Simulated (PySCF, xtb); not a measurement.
silicon monoxide (OSi), SMILES O=[Si] (connectivity only; charge and spin as stated), neutral, multiplicity 1.

The structure is a stationary point at B3LYP-D3(BJ)/def2-TZVPD.

The numbers are results of IEF-PCM-M06-2X/def2-TZVPD in PySCF 2.14.0, not measurements.

The values are the electrostatic part of the solvation free energy, E(continuum) − E(gas) at the gas-phase geometry, in a cavity of scaled van der Waals radii (PySCF's table); cavitation and dispersion terms are not included. In vacuum the orbital gap is 8.93 eV. The dipole moment in vacuum is 3.43 D.

Computed values in water (ε = 78.36), benzene (ε = 2.27), tetrahydrofuran (ε = 7.43):
| solvent | ε | ΔG(elec) (kcal/mol) | dipole (D) | gap (eV) |
|---|---|---|---|---|
| water | 78.36 | -7.0 | 4.43 | 9.14 |
| benzene | 2.27 | -3.0 | 3.86 | 9.02 |
| tetrahydrofuran | 7.43 | -5.6 | 4.24 | 9.10 |

For comparison, GFN2-xTB/ALPB(water) (xtb, at the GFN2-xTB geometry, all terms of that model) gives 1.9 kcal/mol.
